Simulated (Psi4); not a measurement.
**NF3 (nitrogen trifluoride): levels of theory compared**

Aim: a comparison of 5 runs (HF/STO-3G, HF/3-21G, B3LYP/6-31G*, TPSS/cc-pVTZ, CCSD(T)/6-31G**) of NF3 (nitrogen trifluoride). 

Program for the calculation: Psi4 1.11.

13 further runs of the same task are left out: 2 that didn't finish, 11 set aside as unsound or not needed.

## (1) Starting point

NF3: 4 atoms, total charge 0, spin state singlet. SMILES: `FN(F)F`. The shape is that of a GFN2-xTB optimisation.

Bond lengths: F1–N2 1.359 Å, N2–F3 1.359 Å, N2–F4 1.359 Å. Angles: F1–N2–F3 103.3°, F1–N2–F4 103.2°, F3–N2–F4 103.2°.

## (2) The energy at HF/STO-3G (run 1)

The input, job.py:

```python
import psi4

psi4.set_memory('1600 MB')
psi4.set_num_threads(1)
psi4.core.set_output_file('output.dat', False)

mol = psi4.geometry("""
0 1
F      1.17739386    -0.00105825     2.02291402
N      0.64496353    -0.13537998    -0.48573520
F     -1.20150677    -1.91671141    -0.60114078
F     -0.62085062     2.05316854    -0.93603804
units bohr
symmetry c1
no_reorient
no_com
""")

psi4.set_options(dict(basis='STO-3G', reference='rhf', puream=True, e_convergence=1e-09, d_convergence=1e-08, scf_type='pk'))

result, w = psi4.energy('scf', return_wfn=True)
print(f'scf energy: {result:.10f} Eh')
for k, v in sorted(psi4.core.scalar_variables().items()):
    print(f'{k:45s} {v:18.10f}')
```

The run is started by

```sh
$ python job.py
```

output.dat:

```text
[...]
  Running in c1 symmetry.
[...]
  Nuclear repulsion =  133.948493366805536
[...]
  Multiplicity = 1
[...]
  Nalpha       = 17
  Nbeta        = 17
[...]
    Number of basis functions: 20
[...]
   @RHF iter   1:  -347.56671494584987   -1.52557e+00   2.46072e-02 DIIS/ADIIS
[...]
   @RHF iter  10:  -347.75188180243822   -2.16005e-12   3.79529e-09 DIIS
[...]
    Orbital Energies [Eh]
    ---------------------
    Doubly Occupied:
       1A    -26.041336     2A    -26.041241     3A    -26.041219
       4A    -15.596477     5A     -1.683284     6A     -1.537612
       7A     -1.537572     8A     -0.981463     9A     -0.694245
      10A     -0.694220    11A     -0.690846    12A     -0.562411
      13A     -0.562384    14A     -0.524890    15A     -0.501697
      16A     -0.501671    17A     -0.384888
[...]
  @RHF Final Energy:  -347.75188180243822
   => Energetics <=
    Nuclear Repulsion Energy =            133.9484933668055362
    One-Electron Energy =                -754.2458361127989974
    Two-Electron Energy =                 272.5454609435552129
    Total Energy =                       -347.7518818024382199
[...]
 Multipole Moments:
 ------------------------------------------------------------------------------------
     Multipole            Electronic (a.u.)      Nuclear  (a.u.)        Total (a.u.)
 ------------------------------------------------------------------------------------
 L = 1.  Multiply by 2.5417464519 to convert [e a0] to [Debye]
 Dipole X            :          1.1538112           -1.2899271           -0.1361158
 Dipole Y            :         -0.2423912            0.2709301            0.0285389
 Dipole Z            :         -0.8688067            0.9714704            0.1026637
 Magnitude           :                                                    0.1728636
[...]
```

On the terminal:

```text
scf energy: -347.7518818024 Eh
CURRENT ENERGY                                   -347.7518818024
CURRENT REFERENCE ENERGY                         -347.7518818024
DD SOLVATION ENERGY                                 0.0000000000
HF KINETIC ENERGY                                 343.3195615696
HF POTENTIAL ENERGY                              -691.0714433721
HF TOTAL ENERGY                                  -347.7518818024
HF VIRIAL RATIO                                     2.0129101884
NUCLEAR REPULSION ENERGY                          133.9484933668
ONE-ELECTRON ENERGY                              -754.2458361128
PCM POLARIZATION ENERGY                             0.0000000000
PE ENERGY                                           0.0000000000
SCF ITERATION ENERGY                             -347.7518818024
SCF ITERATIONS                                     10.0000000000
SCF TOTAL ENERGY                                 -347.7518818024
TWO-ELECTRON ENERGY                               272.5454609436
```

Run time: 2.2 s. Hardware: 1 thread of Intel Xeon Platinum 8259CL at 2.50GHz (Skylake/Cascade Lake), shared host; peak memory 0.18 GiB.

## (3) Energy and gradient at HF/3-21G (run 2)

The input, input.inp:

```
memory 1600 MB

molecule {
  0 1
  F      1.17739386    -0.00105825     2.02291402
  N      0.64496353    -0.13537998    -0.48573520
  F     -1.20150677    -1.91671141    -0.60114078
  F     -0.62085062     2.05316854    -0.93603804
  units bohr
  symmetry c1
}

set basis 3-21G
set puream true
set e_convergence 1e-09
set d_convergence 1e-08
set scf_type pk

e_tot, wfn = gradient('hf', return_wfn=True)
oeprop(wfn, 'QUADRUPOLE', 'MAYER_INDICES', 'LOWDIN_CHARGES', title='HF')
```

The run is started by

```sh
$ psi4 input.inp input.out -n 1
```

input.out:

```text
[...]
  Running in c1 symmetry.
[...]
  Nuclear repulsion =  133.948493366805536
[...]
  Multiplicity = 1
[...]
  Nalpha       = 17
  Nbeta        = 17
[...]
    Number of basis functions: 36
[...]
   @RHF iter   1:  -350.47429135082234   -5.88515e-01   1.52933e-02 DIIS/ADIIS
[...]
   @RHF iter  12:  -350.62803891848176   -1.42109e-12   3.15957e-09 DIIS
[...]
    Orbital Energies [Eh]
    ---------------------
    Doubly Occupied:
       1A    -26.263535     2A    -26.262613     3A    -26.262592
       4A    -15.825284     5A     -1.804095     6A     -1.655151
       7A     -1.655105     8A     -1.099183     9A     -0.839060
      10A     -0.838746    11A     -0.838716    12A     -0.726972
      13A     -0.726941    14A     -0.675329    15A     -0.667369
      16A     -0.667342    17A     -0.537316
[...]
  @RHF Final Energy:  -350.62803891848176
   => Energetics <=
    Nuclear Repulsion Energy =            133.9484933668055362
    One-Electron Energy =                -754.4623657374579579
    Two-Electron Energy =                 269.8858334521706297
    Total Energy =                       -350.6280389184817636
[...]
  -Total Gradient:
     Atom            X                  Y                   Z
    ------   -----------------  -----------------  -----------------
       1       -0.005029760498    -0.002395850375    -0.037586997502
       2       -0.044196055757     0.009320674577     0.033369930391
       3        0.028703236612     0.024766533125    -0.000307731771
       4        0.020522579643    -0.031691357327     0.004524798883
[...]
 Multipole Moments:
 ------------------------------------------------------------------------------------
     Multipole            Electronic (a.u.)      Nuclear  (a.u.)        Total (a.u.)
 ------------------------------------------------------------------------------------
 L = 1.  Multiply by 2.5417464519 to convert [e a0] to [Debye]
 Dipole X            :         -0.1687897            0.2529465            0.0841568
 Dipole Y            :          0.0354516           -0.0530962           -0.0176446
 Dipole Z            :          0.1273023           -0.1904992           -0.0631968
 Magnitude           :                                                    0.1067124
 L = 2.  Multiply by 1.3450342976 to convert [e a0^2] to [Debye ang]
 Quadrupole XX       :        -46.5930374           31.8027617          -14.7902756
 Quadrupole XY       :         -8.7156844            8.6415409           -0.0741435
[...]
```

It took 2.4 s on 1 thread of Intel Xeon Platinum 8259CL at 2.50GHz (Skylake/Cascade Lake), shared host; peak memory 0.18 GiB.

Runs 3 to 4 aren't shown in full; the table further down has their settings and results.

## (4) A single-point energy at CCSD(T)/6-31G(d,p) (spherical functions) (run 5)

The input, f3n.dat:

```
memory 1600 MB

molecule system {
  0 1
  F
  N 1 1.35895
  F 2 1.35906 1 103.25212
  F 2 1.358945 1 103.23308 3 107.27112
  units angstrom
  symmetry c1
  no_reorient
  no_com
}

set basis 6-31G**
set puream true
set e_convergence 1e-09
set d_convergence 1e-08
set scf_type pk
set num_frozen_docc 4

energy('ccsd(t)')
```

The run is started by

```sh
$ psi4 -n 1 f3n.dat f3n.out
```

f3n.out:

```text
[...]
  Running in c1 symmetry.
[...]
  Nuclear repulsion =  133.948499922125848
[...]
  Multiplicity = 1
[...]
  Nalpha       = 17
  Nbeta        = 17
[...]
    Number of basis functions: 56
[...]
   @RHF iter   1:  -352.38283441802889   -5.74664e-01   1.06657e-02 DIIS/ADIIS
[...]
   @RHF iter  12:  -352.53240352164829   -2.16005e-12   8.14349e-09 DIIS
[...]
    Orbital Energies [Eh]
    ---------------------
    Doubly Occupied:
       1A    -26.385518     2A    -26.385496     3A    -26.385481
       4A    -15.903913     5A     -1.793916     6A     -1.653827
       7A     -1.653783     8A     -1.110330     9A     -0.849284
      10A     -0.849254    11A     -0.840622    12A     -0.734513
      13A     -0.734482    14A     -0.677017    15A     -0.676990
      16A     -0.674763    17A     -0.541485
[...]
  @RHF Final Energy:  -352.53240352164829
   => Energetics <=
    Nuclear Repulsion Energy =            133.9484999221258477
    One-Electron Energy =                -757.2604553613832650
    Two-Electron Energy =                 270.7795519176091261
    Total Energy =                       -352.5324035216482912
[...]
 Multipole Moments:
 ------------------------------------------------------------------------------------
     Multipole            Electronic (a.u.)      Nuclear  (a.u.)        Total (a.u.)
 ------------------------------------------------------------------------------------
 L = 1.  Multiply by 2.5417464519 to convert [e a0] to [Debye]
 Dipole X            :          0.1647472           -0.2340503           -0.0693031
 Dipole Y            :         -0.1212081            0.1723342            0.0511262
 Dipole Z            :         -0.0961777            0.1364273            0.0402496
 Magnitude           :                                                    0.0950623
[...]
      * MP2 total energy                      = -353.214521536648704
[...]
      * CCSD total energy                     = -353.223858602110568
[...]
      * CCSD(T) total energy                  = -353.242863962251022
[...]
```

It took 10 s on 1 thread of Intel Xeon Platinum 8259CL at 2.50GHz (Skylake/Cascade Lake), shared host; peak memory 0.24 GiB.

## (5) Overview of the runs

```csv
run,level,task,integration grid,energy (Eh),dipole moment (D),HOMO energy (eV),LUMO energy (eV),wall time
1,HF/STO-3G,energy,–,-347.751882,0.44,-10.47,13.02,2.2 s
2,HF/3-21G,gradient,–,-350.628039,0.27,-14.62,7.25,2.4 s
3,B3LYP/6-31G* (spherical functions),energy,99 radial × 590 angular,-354.065036,0.03,-9.16,1.23,8.4 s
4,TPSS/cc-pVTZ,gradient,99 radial × 590 angular,-354.261860,0.01,-8.19,-0.33,72 s
5,CCSD(T)/6-31G** (spherical functions),energy,–,-353.242864,–,-14.73,7.32,10 s
```

## (6) Summary of results

```
                                          quantity          value
                               run 5: total energy  -353.24286 Eh
        run 5: HOMO energy (Hartree–Fock orbitals)      -14.73 eV
        run 5: LUMO energy (Hartree–Fock orbitals)        7.32 eV
      run 5: HOMO–LUMO gap (Hartree–Fock orbitals)       22.06 eV
run 5: correlation energy (4 core orbitals frozen)     -710.5 mEh
                             run 5: (T) correction     -19.01 mEh
                              run 5: T1 diagnostic          0.015
```

Over runs 1, 2, 3, 4 the dipole moment (its size) runs from 0.01 D (TPSS/cc-pVTZ) to 0.44 D (HF/STO-3G). The two ends differ in method and basis. The two dipoles point in opposite directions. Over runs 1, 2, 3, 4 the HOMO–LUMO gap runs from 7.86 eV (TPSS/cc-pVTZ) to 23.49 eV (HF/STO-3G). Totals of different functionals can't be ranked against each other. In run 1 the basis is minimal, so the values are rough. All runs together took 95 s, the longest 72 s.
